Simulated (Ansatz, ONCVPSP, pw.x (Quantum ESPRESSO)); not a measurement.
**hydrogen (H): does the ONCV potential hold in the solid?**

- Element: H (Z = 1)
- Generator: ONCVPSP 4.0.1.1 (patched build)
- Type: optimised norm-conserving Vanderbilt (ONCV)
- Functional: LDA (Perdew-Wang 92)
- Relativity: scalar-relativistic
- Frozen core: none
- Valence charge: 1
- Reference configuration: 1s1
- Partial waves: 1s: rc 0.80 bohr, ncon 3, nbas 6, qcut 8.6 1/bohr, 2 projectors, debl 0.8 Ha; p scattering state at 0.2 Ha: rc 0.75 bohr, ncon 4, nbas 8, qcut 8.9 1/bohr, 2 projectors, debl 3.4 Ha
- Local potential: polynomial inside 0.60 bohr (lpopt 4, dvloc0 2 Ha)
- Core correction: none

Crystal test: bcc H in pw.x 7.5, no spin, 18³ k-points, Fermi–Dirac smearing 0.01 Ry, cutoffs 80/320 Ry. The reference is all-electron LAPW (Ansatz 0.2.0) with the same functional, mesh and smearing; V0 and B0 come from Birch–Murnaghan fits to the pressures at five volumes. Errors are pseudo minus all-electron; Δ is the rms difference of the E(V) curves that follow from these fits, minima aligned, over ±6 % about the mean V0. Mesh and smearing are coarse, so the numbers serve the comparison and aren't converged zero-temperature values; the lattice is a test structure that the element need not adopt.

All-electron: a0 = 1.799 Å (V0 = 2.91 Å³/atom), B0 = 114.6 GPa.

Task: How far does the potential miss the all-electron equation of state?

Result: mean pressure error (GPa): -0.52; a0 (Å): 1.796; a0 error (%): -0.16; B0 error (%): +0.6; Δ (meV/atom): 0.3.

| V (Å³/atom) | P all-electron (GPa) | P pseudo (GPa) |
| --- | --- | --- |
| 2.825 | 3.54 | 2.96 |
| 2.900 | 0.40 | -0.14 |
| 2.974 | -2.42 | -2.94 |
| 3.048 | -4.95 | -5.44 |
| 3.123 | -7.22 | -7.69 |

Task: At the middle volume, how do free energy and pressure move when the wave cutoff is lowered (ecutrho kept at four times it)?

Result:

| cutoff (Ry) | shift of F (meV/atom) | shift of P (GPa) |
| --- | --- | --- |
| 36 | +50.5 | -4.96 |
| 48 | +16.1 | -2.37 |
| 64 | +2.3 | -0.59 |

The run at the middle volume (195 k-points, 3 iterations) took about 2 s on one core of a shared host (Intel(R) Xeon(R) 6975P-C, 32 threads, 248 GiB, load 9).
